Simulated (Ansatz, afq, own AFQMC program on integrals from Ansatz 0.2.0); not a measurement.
# Atomization energy of Si$_{3}$Ge$_{2}$H$_{12}$, singlet

| atom | x (Å) | y (Å) | z (Å) |
| --- | --- | --- | --- |
| Si | 0.1507 | 2.7643 | 0.2218 |
| Si | -1.0955 | 1.2899 | -1.1127 |
| Ge | 0.2432 | -0.5799 | -1.7651 |
| Si | 1.2314 | -1.5887 | 0.1624 |
| Ge | -0.4259 | -2.0990 | 1.8013 |
| H | 1.3380 | 3.2617 | -0.5397 |
| H | -0.6769 | 3.9348 | 0.6470 |
| H | 0.6341 | 2.0473 | 1.4429 |
| H | -1.6117 | 2.0050 | -2.3226 |
| H | -2.2696 | 0.7896 | -0.3287 |
| H | -0.6320 | -1.6164 | -2.5007 |
| H | 1.3463 | -0.1129 | -2.7380 |
| H | 1.9610 | -2.8377 | -0.2225 |
| H | 2.2219 | -0.6326 | 0.7514 |
| H | 0.2052 | -2.7641 | 3.0391 |
| H | -1.4834 | -3.0543 | 1.2153 |
| H | -1.1371 | -0.8069 | 2.2488 |

Atoms in their ground-state spins without spin–orbit coupling (mostly on UHF) minus the molecule (RHF), without zero-point energy. The geometry is a stationary point, not shown to be a minimum.

Basis def2-SVP. Only valence electrons are correlated. Integrals, coupled cluster, full CI and functionals: Ansatz 0.2.0; the random walks run on the same integrals in our own AFQMC program. The CISD trial takes its coefficients from CCSD amplitudes. Released means that phaseless walkers are propagated on without the constraint, phases kept. Error bars are statistical, one sigma. No spin–orbit coupling. The errors of all members are added in quadrature.

No full CI on the walks' own integrals is used here. The released AFQMC energy serves as the reference, which it does only where one determinant dominates, the energy is flat over the last release times and near the phaseless one (40 meV or 2 meV an electron, half that with transition metals). On small molecules, where full CI could be run and the noise was under 10 meV, such values lay within 10 meV of it in 19 cases of 20, a flattering rate, since the rule was set on those same cases; what remains of the bias isn't in the error bar. Each member takes its own surest rung, up to full CI.

The best estimate is CCSD(T) at the basis-set limit (CBS: def2-TZVPP and def2-QZVPP, with their diffuse functions for anions and beside diffuse sets, MP2 extrapolated, CCSD(T) minus MP2 from TZVPP) plus the step from CCSD(T) to AFQMC with the constraint released in def2-SVP. Rows without CBS are in def2-SVP, the functionals in def2-TZVP; B2PLYP and the wave-function rows carry a basis error of their own. Core correlation and relativity beyond core potentials are missing, and ± holds the sampling alone.

Cautions: inner d shell frozen; no relativity below Rb; no spin-orbit coupling; Si₃Ge₂H₁₂ (singlet): the released value is read at 0.60 1/Eh (meV from the phaseless value at times in 1/Eh: 2 ± 10 at 0.20, 2 ± 7 at 0.40, -10 ± 10 at 0.60); other spins of the molecule weren't checked.

Best estimate: 1126.7 ± 0.2 kcal/mol.

| level | atomization energy (kcal/mol) | error against the best estimate (kcal/mol) |
| --- | --- | --- |
| HF | 844.6 | -282.2 ± 0.2 |
| MP2 | 1028.4 | -98.3 ± 0.2 |
| CCSD | 1040.9 | -85.8 ± 0.2 |
| CCSD(T) | 1049.1 | -77.7 ± 0.2 |
| ph-AFQMC/CISD | 1050.3 ± 0.2 | -76.5 ± 0.3 |
| released AFQMC | 1050.4 ± 0.2 | -76.4 |
| HF/CBS | 851.5 | -275.2 ± 0.2 |
| MP2/CBS | 1103.1 | -23.6 ± 0.2 |
| CCSD(T)/CBS | 1125.6 | -1.2 ± 0.2 |
| PBE | 1098.4 | -28.4 ± 0.2 |
| r2SCAN | 1125.8 | -1.0 ± 0.2 |
| PBE0 | 1102.5 | -24.2 ± 0.2 |
| B3LYP | 1104.3 | -22.5 ± 0.2 |
| wB97M-V | 1120.1 | -6.7 ± 0.2 |
| B2PLYP | 1094.3 | -32.4 ± 0.2 |

Correlation beyond CCSD(T) adds 1.2 ± 0.2 kcal/mol. Going to the basis-set limit adds 76.5 kcal/mol at CCSD(T). The perturbative (T) step is worth +8.1 kcal/mol.

Best estimates are given only where the step beyond CCSD(T) is under 0.3 eV and no member's determinant is very poor (T1 over 0.05, or 0.07 for open shells, ⟨S²⟩ too high by 0.3, two states mixed), so the hardest cases are missing from such tables.

The functionals ran in a triple-zeta set and keep a basis error of their own, a few kJ/mol for each bond in atomization energies and more for double hybrids, so close places among them and the extrapolated levels can swap.

Each member of a difference takes its own highest rung, so a best estimate needn't equal the limit plus the step of one row. Released energies are given only where the last usable release times agree within the noise; a slower fall can still hide under it.
